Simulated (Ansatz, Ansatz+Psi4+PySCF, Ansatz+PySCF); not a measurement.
```xyz
3

H    -0.0297    0.0010   -0.8646
O    -0.0018    0.0215    0.3082
H     0.0115   -0.0208   -1.7535
```

Basis set: cc-pVTZ (spherical functions). Frozen core: 1 orbital. Correlation on ROHF uses semicanonical orbitals with singles. Charge 0, multiplicity 3.

Computed with Ansatz (development build ahead of 0.2.0); each method stands on the lowest determinant of its kind that the runs found.

The atomization energy at this shape (free ground-state atoms in the same class of orbitals less the molecule, no zero-point energy) of triplet H₂O:

```
  method  atomization energy
ROHF-MP2      87.91 kcal/mol
```

**Question.** What does UHF-MP2 give?

**Answer.** 86.36 kcal/mol.
